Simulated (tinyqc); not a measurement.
Inside a calculation (part 3 of 3). Method: ROHF in the sto-6g basis, for NH3+, spin multiplicity 2. Computed by tinyqc, a small Python program that keeps every step (integrals from PySCF). Command: `OMP_NUM_THREADS=1 python tinyqc.py 27658 27659 out.jsonl` (the two numbers bound the seeds that draw the settings). One thread of a shared host (Intel(R) Xeon(R) Processor @ 2.60GHz), about 0.2 s of CPU time with the checks.

Geometry (angstrom):
```
atom         x         y        z
N      0.00000   0.00000  0.22400
H      1.28200   0.00000  0.00000
H     -0.64100   1.11000  0.00000
H     -0.64100  -1.11000  0.00000
```

## Iteration 2: diagonalisation and new density

extrapolated F (hartree), order 1N 1s, 1N 2s, 1N 2px, 1N 2py, 1N 2pz, 2H 1s, 3H 1s, 4H 1s:
```
[[-19.20430, -4.28779, -0.00014, 0.00000, 0.00719, -0.58438, -0.58399, -0.58399],
 [-4.28779, -2.94996, -0.00035, 0.00000, -0.03201, -0.74406, -0.74472, -0.74472],
 [-0.00014, -0.00035, -1.79581, 0.00000, -0.00052, -0.53726, 0.27078, 0.27078],
 [0.00000, 0.00000, 0.00000, -1.50931, 0.00000, 0.00000, -0.41051, 0.41051],
 [0.00719, -0.03201, -0.00052, 0.00000, -1.97258, 0.08897, 0.08971, 0.08971],
 [-0.58438, -0.74406, -0.53726, 0.00000, 0.08897, -0.76805, -0.15283, -0.15283],
 [-0.58399, -0.74472, 0.27078, -0.41051, 0.08971, -0.15283, -0.77358, -0.16491],
 [-0.58399, -0.74472, 0.27078, 0.41051, 0.08971, -0.15283, -0.16491, -0.77358]]
```

X, order 1N 1s, 1N 2s, 1N 2px, 1N 2py, 1N 2pz, 2H 1s, 3H 1s, 4H 1s:
```
[[-0.37870, 0.00000, -0.00029, 0.73652, 0.58308, 0.00000, 0.00009, 0.19550],
 [1.10838, 0.00000, 0.00063, -0.07336, 0.12739, 0.00000, 0.00014, 0.49258],
 [-0.00064, 0.00000, 0.89589, 0.00001, -0.00002, 0.00000, 0.63761, -0.00013],
 [0.00000, 0.89590, 0.00000, 0.00000, 0.00000, 0.63764, 0.00000, 0.00000],
 [-0.16142, 0.00000, -0.00007, -0.64480, 0.75144, 0.00000, -0.00001, -0.07329],
 [-0.51545, 0.00000, -0.81273, -0.16551, -0.12982, 0.00000, 0.46882, 0.31238],
 [-0.51631, -0.70365, 0.40593, -0.16544, -0.12977, 0.40592, -0.23429, 0.31255],
 [-0.51631, 0.70365, 0.40593, -0.16544, -0.12977, -0.40592, -0.23429, 0.31255]]
```

Diagonalise F' = X^T F X, C = X C', fill 5 alpha and 4 beta electrons from the bottom; D(s) = C_occ C_occ^T. Each column has its largest component positive (the first on a tie).

F' = X^T F X (hartree):
```
[[-1.77012, 0.00000, 0.00373, 2.49469, 2.06307, 0.00000, -0.00471, 0.36375],
 [0.00000, -0.77901, 0.00000, 0.00000, 0.00000, -0.44471, 0.00000, 0.00000],
 [0.00373, 0.00000, -0.88000, 0.00431, 0.00351, 0.00000, -0.59179, -0.00283],
 [2.49469, 0.00000, 0.00431, -10.45901, -7.19564, 0.00000, -0.00325, -4.23305],
 [2.06307, 0.00000, 0.00351, -7.19564, -8.09585, 0.00000, -0.00350, -3.63803],
 [0.00000, -0.44471, 0.00000, 0.00000, 0.00000, -1.23926, 0.00000, 0.00000],
 [-0.00471, 0.00000, -0.59179, -0.00325, -0.00350, 0.00000, -1.41779, 0.00257],
 [0.36375, 0.00000, -0.00283, -4.23305, -3.63803, 0.00000, 0.00257, -3.51600]]
```

orbital energies (hartree): [-19.20533, -2.12295, -1.96598, -1.79891, -1.50986, -0.54832, -0.50841, -0.49728]

coefficients C, order 1N 1s, 1N 2s, 1N 2px, 1N 2py, 1N 2pz, 2H 1s, 3H 1s, 4H 1s:
```
[[1.00193, -0.23004, 0.05142, 0.00023, 0.00000, 0.06711, 0.00000, 0.01209],
 [-0.00934, 1.05635, -0.23858, -0.00061, 0.00000, -0.55658, 0.00000, -0.10037],
 [-0.00001, 0.00197, 0.00193, 1.02113, 0.00000, 0.07436, 0.00000, -0.40116],
 [0.00000, 0.00000, 0.00000, 0.00000, 1.01042, 0.00000, -0.43389, 0.00000],
 [-0.00009, 0.20228, 0.98113, -0.00248, 0.00000, 0.08981, 0.00000, 0.01597],
 [0.00199, -0.05407, 0.02297, -0.04689, 0.00000, 0.45965, 0.00000, 1.03485],
 [0.00195, -0.05413, 0.02287, 0.02180, -0.01900, 0.70926, 0.81212, -0.34807],
 [0.00195, -0.05413, 0.02287, 0.02180, 0.01900, 0.70926, -0.81212, -0.34807]]
```

D(alpha) after iteration 2, order 1N 1s, 1N 2s, 1N 2px, 1N 2py, 1N 2pz, 2H 1s, 3H 1s, 4H 1s:
```
[[1.05943, -0.26463, -0.00013, 0.00000, 0.00383, 0.01560, 0.01559, 0.01559],
 [-0.26463, 1.17289, 0.00100, 0.00000, -0.02040, -0.06259, -0.06266, -0.06266],
 [-0.00013, 0.00100, 1.04272, 0.00000, -0.00025, -0.04795, 0.02220, 0.02220],
 [0.00000, 0.00000, 0.00000, 1.02096, 0.00000, 0.00000, -0.01920, 0.01920],
 [0.00383, -0.02040, -0.00025, 0.00000, 1.00353, 0.01172, 0.01143, 0.01143],
 [0.01560, -0.06259, -0.04795, 0.00000, 0.01172, 0.00565, 0.00243, 0.00243],
 [0.01559, -0.06266, 0.02220, -0.01920, 0.01143, 0.00243, 0.00429, 0.00357],
 [0.01559, -0.06266, 0.02220, 0.01920, 0.01143, 0.00243, 0.00357, 0.00429]]
```

D(beta) after iteration 2, order 1N 1s, 1N 2s, 1N 2px, 1N 2py, 1N 2pz, 2H 1s, 3H 1s, 4H 1s:
```
[[1.05943, -0.26463, -0.00013, 0.00000, 0.00383, 0.01560, 0.01559, 0.01559],
 [-0.26463, 1.17289, 0.00100, 0.00000, -0.02040, -0.06259, -0.06266, -0.06266],
 [-0.00013, 0.00100, 1.04272, 0.00000, -0.00025, -0.04795, 0.02220, 0.02220],
 [0.00000, 0.00000, 0.00000, 0.00000, 0.00000, 0.00000, 0.00000, 0.00000],
 [0.00383, -0.02040, -0.00025, 0.00000, 1.00353, 0.01172, 0.01143, 0.01143],
 [0.01560, -0.06259, -0.04795, 0.00000, 0.01172, 0.00565, 0.00243, 0.00243],
 [0.01559, -0.06266, 0.02220, 0.00000, 0.01143, 0.00243, 0.00393, 0.00393],
 [0.01559, -0.06266, 0.02220, 0.00000, 0.01143, 0.00243, 0.00393, 0.00393]]
```

## Iteration 17 (converged): orbitals

converged F (hartree), order 1N 1s, 1N 2s, 1N 2px, 1N 2py, 1N 2pz, 2H 1s, 3H 1s, 4H 1s:
```
[[-16.01486, -3.84711, 0.00000, 0.00000, 0.00596, -0.52444, -0.52469, -0.52469],
 [-3.84711, -2.15811, 0.00004, 0.00000, 0.07234, -0.67780, -0.67801, -0.67801],
 [0.00000, 0.00004, -0.65852, 0.00000, -0.00001, -0.49558, 0.24788, 0.24788],
 [0.00000, 0.00000, 0.00000, -0.65854, 0.00000, 0.00000, -0.42925, 0.42925],
 [0.00596, 0.07234, -0.00001, 0.00000, -0.46999, 0.09134, 0.09138, 0.09138],
 [-0.52444, -0.67780, -0.49558, 0.00000, 0.09134, -0.58601, -0.13195, -0.13195],
 [-0.52469, -0.67801, 0.24788, -0.42925, 0.09138, -0.13195, -0.58614, -0.13204],
 [-0.52469, -0.67801, 0.24788, 0.42925, 0.09138, -0.13195, -0.13204, -0.58614]]
```

As before.

F' = X^T F X (hartree):
```
[[-0.67782, 0.00000, -0.00073, 1.97222, 1.59552, 0.00000, 0.00024, 0.43954],
 [0.00000, 0.10416, 0.00000, 0.00000, 0.00000, -0.04381, 0.00000, 0.00000],
 [-0.00073, 0.00000, 0.10409, 0.00184, 0.00152, 0.00000, -0.04383, 0.00057],
 [1.97222, 0.00000, 0.00184, -8.15461, -6.57509, 0.00000, -0.00135, -3.63334],
 [1.59552, 0.00000, 0.00152, -6.57509, -6.08865, 0.00000, -0.00116, -3.13651],
 [0.00000, -0.04381, 0.00000, 0.00000, 0.00000, -0.86182, 0.00000, 0.00000],
 [0.00024, 0.00000, -0.04383, -0.00135, -0.00116, 0.00000, -0.86180, -0.00068],
 [0.43954, 0.00000, 0.00057, -3.63334, -3.13651, 0.00000, -0.00068, -2.96455]]
```

orbital energies (hartree): [-16.01722, -1.35694, -0.86380, -0.86378, -0.47057, -0.04090, 0.10608, 0.10615]

coefficients C, order 1N 1s, 1N 2s, 1N 2px, 1N 2py, 1N 2pz, 2H 1s, 3H 1s, 4H 1s:
```
[[0.99675, -0.22350, 0.00000, -0.00003, -0.04162, -0.13739, 0.00009, 0.00000],
 [0.01475, 0.87611, 0.00000, 0.00013, 0.20681, 0.82594, -0.00059, 0.00000],
 [0.00000, -0.00005, 0.00000, 0.67749, -0.00004, 0.00042, 0.86613, 0.00000],
 [0.00000, 0.00000, 0.67749, 0.00000, 0.00000, 0.00000, 0.00000, 0.86616],
 [-0.00082, -0.07589, 0.00000, 0.00002, 0.97142, -0.24988, 0.00017, 0.00000],
 [-0.00231, 0.12281, 0.00000, 0.43150, -0.07880, -0.62243, -0.83242, 0.00000],
 [-0.00232, 0.12286, 0.37370, -0.21575, -0.07879, -0.62174, 0.41680, -0.72129],
 [-0.00232, 0.12286, -0.37370, -0.21575, -0.07879, -0.62174, 0.41680, 0.72129]]
```

D(alpha) after iteration 17, order 1N 1s, 1N 2s, 1N 2px, 1N 2py, 1N 2pz, 2H 1s, 3H 1s, 4H 1s:
```
[[1.04520, -0.18971, -0.00001, 0.00000, -0.02428, -0.02649, -0.02648, -0.02648],
 [-0.18971, 0.81056, 0.00004, 0.00000, 0.13440, 0.09132, 0.09128, 0.09128],
 [-0.00001, 0.00004, 0.45900, 0.00000, -0.00002, 0.29234, -0.14617, -0.14617],
 [0.00000, 0.00000, 0.00000, 0.45899, 0.00000, 0.00000, 0.25318, -0.25318],
 [-0.02428, 0.13440, -0.00002, 0.00000, 0.94941, -0.08586, -0.08586, -0.08586],
 [-0.02649, 0.09132, 0.29234, 0.00000, -0.08586, 0.20749, -0.07180, -0.07180],
 [-0.02648, 0.09128, -0.14617, 0.25318, -0.08586, -0.07180, 0.20750, -0.07179],
 [-0.02648, 0.09128, -0.14617, -0.25318, -0.08586, -0.07180, -0.07179, 0.20750]]
```

D(beta) after iteration 17, order 1N 1s, 1N 2s, 1N 2px, 1N 2py, 1N 2pz, 2H 1s, 3H 1s, 4H 1s:
```
[[1.04347, -0.18111, -0.00001, 0.00000, 0.01615, -0.02977, -0.02976, -0.02976],
 [-0.18111, 0.76779, 0.00005, 0.00000, -0.06650, 0.10762, 0.10757, 0.10757],
 [-0.00001, 0.00005, 0.45900, 0.00000, 0.00002, 0.29233, -0.14618, -0.14618],
 [0.00000, 0.00000, 0.00000, 0.45899, 0.00000, 0.00000, 0.25318, -0.25318],
 [0.01615, -0.06650, 0.00002, 0.00000, 0.00576, -0.00931, -0.00933, -0.00933],
 [-0.02977, 0.10762, 0.29233, 0.00000, -0.00931, 0.20128, -0.07800, -0.07800],
 [-0.02976, 0.10757, -0.14618, 0.25318, -0.00933, -0.07800, 0.20130, -0.07800],
 [-0.02976, 0.10757, -0.14618, -0.25318, -0.00933, -0.07800, -0.07800, 0.20130]]
```

Within a degenerate level the vectors are fixed only up to a rotation; this is one choice.

## Convergence

Stop when the energy changes by less than 1e-09 hartree and every element of the error matrix X^T (F D S - S D F) X is below 9e-06.

Course of the cycle:
```
iteration  E (hartree)     change  largest element of the error matrix
1          -16.0530580          -                             1.90e-01
2          -54.1717718  -3.81e+01                             6.75e-01
3          -54.3477027  -1.76e-01                             6.96e-01
4          -54.3286831   1.90e-02                             6.93e-01
5          -54.3161450   1.25e-02                             6.91e-01
6          -54.3158636   2.81e-04                             6.90e-01
7          -54.3308196  -1.50e-02                             6.87e-01
8          -55.2000644  -8.69e-01                             4.05e-01
9          -55.2460050  -4.59e-02                             3.57e-01
10         -55.5598890  -3.14e-01                             1.70e-01
11         -55.6150066  -5.51e-02                             5.07e-02
12         -55.6187461  -3.74e-03                             8.53e-03
13         -55.6188486  -1.03e-04                             3.07e-03
14         -55.6188725  -2.38e-05                             9.56e-04
15         -55.6188739  -1.48e-06                             1.58e-04
16         -55.6188740  -3.88e-08                             1.63e-05
17         -55.6188740  -6.63e-10                             1.66e-06
```

PySCF ROHF in the same basis = -55.6188740 hartree

Converged in 17 iterations.

## Populations, bond orders and dipole

overlap S, order 1N 1s, 1N 2s, 1N 2px, 1N 2py, 1N 2pz, 2H 1s, 3H 1s, 4H 1s:
```
[[1.00000, 0.22942, 0.00000, 0.00000, 0.00000, 0.03097, 0.03099, 0.03099],
 [0.22942, 1.00000, 0.00000, 0.00000, 0.00000, 0.33387, 0.33397, 0.33397],
 [0.00000, 0.00000, 1.00000, 0.00000, 0.00000, 0.32503, -0.16258, -0.16258],
 [0.00000, 0.00000, 0.00000, 1.00000, 0.00000, 0.00000, 0.28153, -0.28153],
 [0.00000, 0.00000, 0.00000, 0.00000, 1.00000, -0.05679, -0.05681, -0.05681],
 [0.03097, 0.33387, 0.32503, 0.00000, -0.05679, 1.00000, 0.08374, 0.08374],
 [0.03099, 0.33397, -0.16258, 0.28153, -0.05681, 0.08374, 1.00000, 0.08379],
 [0.03099, 0.33397, -0.16258, -0.28153, -0.05681, 0.08374, 0.08379, 1.00000]]
```

Mulliken: Z minus the diagonal of D S on the atom; Loewdin: the same with S^(1/2) D S^(1/2); Mayer order: 2 sum_s sum (D(s) S)_ij (D(s) S)_ji over the two atoms.

Charges (e):
```
atom  Mulliken  Loewdin  Mulliken spin
1N    -0.06847  0.08437        0.98123
2H     0.35620  0.30527        0.00626
3H     0.35613  0.30518        0.00626
4H     0.35613  0.30518        0.00626
```

Mayer bond orders:
```
pair    order
2-1   0.82614
3-1   0.82620
3-2   0.02347
4-1   0.82620
4-2   0.02347
4-3   0.02346
```

dipole moment about the origin, x y z (debye): [0.00036, 0.00000, -0.05316]
